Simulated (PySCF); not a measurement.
Molecule: C₄H₅, net charge -1, singlet state. It need not be the lowest isomer of its formula. Whether it binds its extra electron was not tested at this geometry. SMILES: [CH-]=CC=C
Coordinates optimised at B3LYP-D3(BJ)/def2-TZVP (Ansatz):
```
C
C 1 1.3495
H 2 1.0845 1 122.01
H 2 1.0862 3 116.81 1 180.00
H 1 1.0919 2 117.67 3 0.00
C 1 1.4506 5 114.08 2 180.00
C 6 1.3646 1 127.47 5 0.00
H 6 1.1008 7 119.63 1 -180.00
H 7 1.1202 6 106.88 8 -180.00
```
Charge -1, spin multiplicity 1.

Dispersion corrections to the total energy (kcal/mol) from the dftd3 and dftd4 libraries through PySCF: D3(BJ) without and D4 with the three-body term, each with the damping fitted for the functional named.

```
functional      D3(BJ)          D4
----------  ----------  ----------
LC-wPBE          -3.26       -4.45
CAM-B3LYP        -2.65  (withheld)
BLYP             -7.66       -9.18
TPSSh       (withheld)       -4.96
B3LYP       (withheld)       -6.46
B2GP-PLYP        -2.02       -1.66
PW6B95           -1.66       -3.54
```

**Question.** What belongs in the gaps?

**Answer.** 
- CAM-B3LYP, D4: -3.33
- TPSSh, D3(BJ): -4.10
- B3LYP, D3(BJ): -6.21
